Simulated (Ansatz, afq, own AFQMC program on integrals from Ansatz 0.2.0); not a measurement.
# Where AFQMC and coupled cluster stand for H₂O, triplet

```xyz
3

H     0.0000    0.0000   -0.9257
H     0.0000    0.0000   -0.1147
O     0.0000    0.0000    1.0403
```

Basis cc-pVTZ. Only valence electrons are correlated. Ansatz 0.2.0 and our own AFQMC program on the same integrals; the CISD trial comes from CCSD amplitudes, and released means the phaseless constraint is let go. Error bars are statistical, one sigma.

Determinant: UHF, the one that the program's search chose, which needn't be the lowest solution. The geometry is a point of a scan.

No full CI on the walks' own integrals is used here; CCSDT(Q) serves as the reference and is uncertain by about the last step of the cluster series.

Cautions: lower spins were not checked; the released energies get too noisy after the second time (errors over twice the walk's own, or jumping), so no released level is given (meV from the phaseless value at times in 1/Eh: -19 ± 16 at 0.24, -6.0 ± 0.9 at 0.51, -30 ± 20 at 0.99, -88 ± 77 at 1.62, -126 ± 115 at 2.40).

- T1 diagnostic: 0.0204
- weight of the determinant in the CISD state: 0.933
- ⟨S²⟩ of the determinant: 2.040
- size of the correlated space: 8 electrons in 57 orbitals

Reference: CCSDT(Q), correlation energy -6.248 eV.

```tsv
level	E − E(reference) (kJ/mol)	share of correlation (%)
HF	602.8	0.00
MP2	76.4	87.33
CCSD	16.2	97.31
CCSD(T)	1.8	99.69
CCSDT	0.5	99.91
ph-AFQMC/HF	8.2 ± 1.6	98.65
ph-AFQMC/CISD	1.0 ± 0.1	99.83
```

A walk keeps the symmetry of its determinant, which the program's search chose and which needn't be the lowest solution, so a lower state of the same spin and another symmetry isn't excluded.
